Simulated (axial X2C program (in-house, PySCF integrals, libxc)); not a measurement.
# All-electron X2C curves of Na₂⁺

What are the state, bond length, wavenumber and bond energy of Na₂⁺, and what does spin–orbit coupling change?

Method: all-electron X2C, Na dyall-cv3z; program: an in-house X2C program for linear molecules on PySCF integrals.

All values are calculated.

## (1) Set-up

Input file task.json:

```json
{
 "zs": [
  11,
  11
 ],
 "q": 1,
 "bas": [
  "dyall-cv3z",
  "dyall-cv3z"
 ],
 "levels": [
  "PBE0",
  "HF",
  "B97-3"
 ],
 "cc": true,
 "r0": 3.1,
 "thr": -1.0,
 "nmax": 90,
 "npts": 10,
 "nst": 2,
 "ntry": 6
}
```

Keys: zs atomic numbers; q charge; bas basis sets; levels methods (HF also brings MP2); cc coupled cluster on or off; r0 starting distance in Å; thr threshold in hartree for freezing inner shells (an s shell follows its p shell); nmax most natural virtual spinors; npts points asked for on the curve; nst determinants followed; ntry starts of the search.

Launch:

```
python so2c.py task.json out
```

Spin-free means the one-electron spin-free X2C Hamiltonian; two-component (2c) means X2C with spin–orbit coupling and atomic mean-field two-electron Coulomb and Gaunt terms. Basis: Na dyall-cv3z contracted to [9s8p5d2f]; Gaussian nuclei, density fitting. Masses: Na 22.990 u.

Notation: σ, π±, δ± give the projection m of an orbital's angular momentum (0, ±1, ±2), α and β its spin, Λ and M_S the sums; ω is the projection of a spinor's total angular momentum and Ω the sum. Logs are in hartree.

Further steps of the session: PBE0, spin-free; HF, spin-free; B97-3, spin-free; PBE0, 2c; HF, 2c; B97-3, 2c.

What does the calculation give? Wanted: for each run, Hamiltonian; Re; ωe; De.

**Answer**, as computed:

Lowest determinant that the search found at its distance, spin-free: M_S = 1/2, Λ = 0 (beyond closed shells: σα).

Lowest determinant that the search found at its distance, 2c: Ω = 1/2 (excess of +ω over −ω: ω = 1/2).

```csv
Hamiltonian,level,Re (Å),ωe (cm⁻¹),De (eV)
spin-free,PBE0,3.634,111.5,1.06
spin-free,HF,3.711,115.8,0.971
spin-free,MP2,3.711,115.8,0.971
spin-free,CCSD,3.711,115.8,0.971
spin-free,CCSD(T),3.711,115.8,0.971
spin-free,B97-3,3.676,110.9,0.885
2c,PBE0,3.634,111.5,1.06
2c,HF,3.711,115.8,0.971
2c,MP2,3.711,115.8,0.971
2c,CCSD,3.711,115.8,0.971
2c,CCSD(T),3.711,115.8,0.971
2c,B97-3,3.676,110.9,0.885
```

At CCSD(T), going from spin-free to two-component changes Re by 0 mÅ, ωe by 0.0 %, which is small (part of it comes from the scalar share of the two-electron terms). De moves by 0.00 eV; both De rest on single-determinant atoms, which can miss part of an open shell's spin–orbit lowering.

De refers to Na + Na+, each in the lowest determinant found, which need not be this curve's own limit. Each curve is one determinant whose occupation by symmetry is held fixed; it was picked as the lowest of a PBE0 search that is not exhaustive. Dissociation energies refer to the lowest single-determinant-based atoms at the same level and basis. Density functionals use the spin component along the axis (collinear). Coupled cluster ran in a truncated set of natural virtual spinors; the MP2 energy of the rest was added.
